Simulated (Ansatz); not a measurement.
Antiferromagnetic (type II) rock-salt MnS, treated with PBE0 (plane waves, PAW; Ansatz, a first-principles code).

Numerical settings: plane-wave cutoff 520 eV, 6×6×6 k mesh, Fermi–Dirac smearing 0.01 eV, spin-polarised with opposed moments, scalar-relativistic PAW data made under PBE.

Starting structure:

```
CELL_PARAMETERS angstrom
      5.22000     2.61000     2.61000
      2.61000     5.22000     2.61000
      2.61000     2.61000     5.22000
ATOMIC_POSITIONS crystal
  Mn 0.00000 0.00000 0.00000
  Mn 0.50000 0.50000 0.50000
  S  0.25000 0.25000 0.25000
  S  0.75000 0.75000 0.75000
```

Q: Into what structure does the relaxation of cell and atoms lead at this level, with the symmetry of the start kept?

A: The volume shrinks by 0.8 %; final space group R-3m.
```
CELL_PARAMETERS angstrom
      5.19649     2.58830     2.58830
      2.58830     5.19649     2.58830
      2.58830     2.58830     5.19649
ATOMIC_POSITIONS crystal
  Mn 0.00000 0.00000 0.00000
  Mn 0.50000 0.50000 0.50000
  S  0.25000 0.25000 0.25000
  S  0.75000 0.75000 0.75000
```
